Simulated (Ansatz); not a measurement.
Basis-set extrapolation for CH$_{3}$S− (`C[S-]`) (PBE0-D4/def2-TZVPD geometry, frozen core, Ansatz 0.2.0). Multiplicity 1, RHF reference.

|  | def2-TZVPPD | def2-QZVPPD |
| --- | --- | --- |
| HF | -437.170024 | -437.182597 |
| MP2 correlation | -0.372030 | -0.398786 |
| CCSD(T) correlation | -0.417979 | -0.442495 |

Energies in hartree. Use E(X) = E(∞) + A·exp(−7.88·√X) for Hartree–Fock and E(X) = E(∞) + B·X^(−2.97) for correlation, with X = 3 and 4.

What is the CCSD(T) energy at the basis-set limit?

HF limit: -437.182597 + (-0.012573) × 0.13774 = -437.18433. Correlation limit: -0.442495 + (-0.024516) × 0.74074 = -0.46065. Total: -437.64498 hartree, 35.8 kcal/mol below CCSD(T)/def2-TZVPPD.
